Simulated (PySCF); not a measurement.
**SiCl: a composite coupled-cluster calculation**

State: ²Π, doublet, unpaired electrons π ↑. De refers to Si + Cl. ROHF-based CCSD(T) in PySCF 2.14 with Si cc-pV(T+d)Z, Cl cc-pV(T+d)Z and Si cc-pV(Q+d)Z, Cl cc-pV(Q+d)Z (frozen core orbitals: 10; no relativity). Correlation energies are extrapolated as n⁻³ (n = 3, 4), Hartree–Fock as (n+1)·exp(−9√n). SR is the spin-free X2C energy in Si cc-pVTZ-DK, Cl cc-pVTZ-DK less the non-relativistic one in Si cc-pVTZ, Cl cc-pVTZ.

```tsv
Level	Re (Å)	ωe (cm⁻¹)	ωexe (cm⁻¹)	αe (cm⁻¹)	De (eV)
CCSD(T)/TZ	2.0758	535.2	2.08	0.00149	4.188
CCSD(T)/QZ	2.0680	535.8	2.15	0.00154	4.345
HF/CBS	2.0756	528.0	2.14	0.00155	3.220
MP2/CBS	2.0595	543.1	2.16	0.00155	4.586
CCSD/CBS	2.0615	541.1	2.18	0.00155	4.296
CCSD(T)/CBS	2.0641	537.6	2.18	0.00156	4.451
CCSD(T)/CBS+SR	2.0641	536.6	2.17	0.00156	4.442
```

**Question.** How much is left between CCSD(T)/QZ and the basis-set limit, and how much do the triples give at the limit?

**Answer.** CCSD(T)/CBS less CCSD(T)/QZ: -3.9 mÅ in Re, +1.8 cm⁻¹ in ωe and +0.106 eV in De. CCSD(T)/CBS less CCSD/CBS: +2.6 mÅ in Re, -3.5 cm⁻¹ in ωe and +0.155 eV in De.

**Question.** What do the later terms add?

**Answer.** SR: +0.0 mÅ in Re, -1.0 cm⁻¹ in ωe and -0.009 eV in De, each against the row above.

The T1 diagnostic is 0.020. The state was picked by a PBE0 search and need not be the measured ground state. Spin–orbit coupling, excitations beyond (T) and corrections to the Born–Oppenheimer picture are left out.

The whole job (state search and all basis sets along the bond) took about 7.5 min on 4 threads of Intel Xeon 6975P-C (shared host), peak memory 11 GiB.
